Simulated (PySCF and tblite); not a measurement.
Results of a calculation; reference values are marked as such.
System: C3H7N, numbered as in [CH3:1][N:2]1[CH2:3][CH2:4]1.

Geometries: B3LYP-D3(BJ)/def2-SVP; energies: PBE0/pcSseg-2 + D3(BJ); zero-point and thermal terms from GFN2-xTB harmonic modes (soft modes blended into free rotors). Rate constants are transition-state-theory values, counting equivalent paths, without tunnelling. Programs: tblite and PySCF.

**Question.** What barrier does the pyramidal inversion at N2 meet, and how fast is it at 298 K?

**Answer.** The electronic barrier is 17.3 kcal/mol and ΔG‡(298 K) 15.8 kcal/mol, over a Cs saddle with an imaginary mode of 398i cm⁻¹ (GFN2-xTB). With 2 equivalent paths, k is 36 s⁻¹, a mean lifetime of the start of 28 ms against this motion.
